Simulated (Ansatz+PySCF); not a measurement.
# singlet C₄H₄O: levels of theory in one basis

```xyz
9

O     1.1498    0.0000    0.0000
C     0.3528    1.0865    0.0000
C    -0.9584    0.7153    0.0000
C    -0.9584   -0.7153    0.0000
C     0.3528   -1.0865    0.0000
H     0.8548    2.0507    0.0000
H    -1.8204    1.3790    0.0000
H    -1.8204   -1.3790    0.0000
H     0.8548   -2.0507    0.0000
```

Basis set: def2-SVP (spherical functions). Frozen core: 5 orbitals. Charge 0, multiplicity 1.

Computed with Ansatz (development build ahead of 0.2.0); each method stands on the lowest determinant of its kind that the runs found. NEVPT2 correlates all electrons. Active spaces start from the frontier orbitals, and the lowest solution found is given.

```json
{"method": "RHF", "E − E(RHF) (eV)": "0.00", "<S²> of the determinant": "0.00"}
{"method": "UHF", "E − E(RHF) (eV)": "0.00", "<S²> of the determinant": "0.05"}
{"method": "RHF-MP2", "E − E(RHF) (eV)": "-19.18", "<S²> of the determinant": "–"}
{"method": "UHF-MP2", "E − E(RHF) (eV)": "-19.08", "<S²> of the determinant": "0.05"}
{"method": "RHF-CCSD", "E − E(RHF) (eV)": "-19.95", "<S²> of the determinant": "–"}
{"method": "RHF-CCSD(T)", "E − E(RHF) (eV)": "-20.73", "<S²> of the determinant": "–"}
{"method": "CASSCF(6,5)", "E − E(RHF) (eV)": "-1.49", "<S²> of the determinant": "–"}
{"method": "CASSCF(2,2)", "E − E(RHF) (eV)": "-0.59", "<S²> of the determinant": "–"}
{"method": "SC-NEVPT2(6,5)", "E − E(RHF) (eV)": "-19.00", "<S²> of the determinant": "–"}
```

Problem. What does SC-NEVPT2(2,2) give on the same scale?

Solution. -19.48 eV. NEVPT2 here correlates all electrons, so it doesn't share the others' frozen core.

Problem. Is a single determinant a sound starting point here?

Solution. By this sign, yes. Unrestricted orbitals gain 0.00 eV and <S²> is 0.05 against 0.00 for a pure state. The CASSCF(6,5) natural occupations are 1.99, 1.98, 1.97, 0.03, 0.02. The CASSCF(2,2) natural occupations are 1.93, 0.07.

Caution for UHF, UHF-MP2: the determinant breaks the point group. Caution for UHF-MP2: another reference gives a lower total. Caution for CASSCF(6,5), CASSCF(2,2): other starts end on other solutions of this active space.
